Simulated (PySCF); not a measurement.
# Core-level binding energies of `[SiH2-]O[SiH3]`

H₅OSi₂ (charge -1).
Structure used (GFN2-xTB), in Å, numbered top down from 1:
```
atom  x, y, z in Å
Si1    1.7805   -0.5842    0.7322
O2     0.0410   -0.2901    0.8424
Si3   -1.1221    0.2375   -0.0524
H4     1.7969   -1.3602   -0.5591
H5     2.1999    0.7516    0.1757
H6    -0.9616    1.6340   -0.5207
H7    -1.3814   -0.5659   -1.2700
H8    -2.3442    0.1867    0.7827
```

Computed with delta-SCF UKS SCAN, pcX-2 on the ionised atom, pcseg-1 elsewhere, spin-free X2C in PySCF. Each binding energy is the total energy of the core-ionised species, with the hole localised on one atom, minus that of the ground state; both are solved self-consistently, so orbital relaxation is included.

**Question.** Give the core binding energies atom by atom.

**Answer.** 
```
atom(s)  bonded to     level  binding energy (eV)  2p1/2 (eV)  above the level's lowest (eV)  count
    Si3  O and 3 H     Si 1s              1842.37           –                          +2.25      1
    Si1  O and 2 H     Si 1s              1840.12           –                           0.00      1
     O2       2 Si      O 1s               532.23           –                           0.00      1
    Si3  O and 3 H  Si 2p3/2               102.51      103.13                          +2.23      1
    Si1  O and 2 H  Si 2p3/2               100.28      100.92                           0.00      1
```

The listed Si 1s values span 2.25 eV, from Si1 (bonded to O and 2 H) to Si3 (bonded to O and 3 H).

The listed Si 2p3/2 values span 2.23 eV, from Si1 (bonded to O and 2 H) to Si3 (bonded to O and 3 H).

**Question.** Which effective nuclear charge Zeff reproduces each element's mean 1s value in the hydrogen-like formula E = 13.606 eV × Zeff²?

**Answer.** O (Z = 8): mean 532.2 eV, Zeff = 6.25, Z − Zeff = 1.75; Si (Z = 14): mean 1841.2 eV, Zeff = 11.63, Z − Zeff = 2.37. Means run over the listed sites, weighted by atom count.

Spin–orbit and ligand-field terms were added within each 2p shell after the spin-free SCF. 2p1/2 minus 2p3/2 (ligand field included): Si 0.63 eV (mean over sites). The species carries charge -1, so core ionisation leaves a neutral species. The basis sets have no added diffuse functions. Isolated species at its GFN2-xTB geometry (one conformer only).

Hardware: one thread of an Intel Xeon (shared host). Cost: 17 s wall, 0.38 GiB resident at most.
